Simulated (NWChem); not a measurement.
## Correlation energy of C (-1)

```
C
```
Charge -1, spin multiplicity 4.

Everything below was run with NWChem.

Basis set: def2-SVPD. Each correlation energy counts from its own Hartree-Fock reference.

The correlated methods keep 1 core orbital frozen. The stability of the SCF solutions was not checked. Open-shell Hartree-Fock references start from PBE0 orbitals. Coupled-cluster values serve here as a point of comparison, not as the truth.

Problem. For the correlation energy, CCSD[T] on UHF gives -90.5 mHa and CCSD[T] on ROHF gives -94.6 mHa. What do UMP2, CCSD on UHF give?

Solution. UMP2: -71.7 mHa; CCSD on UHF: -88.5 mHa.
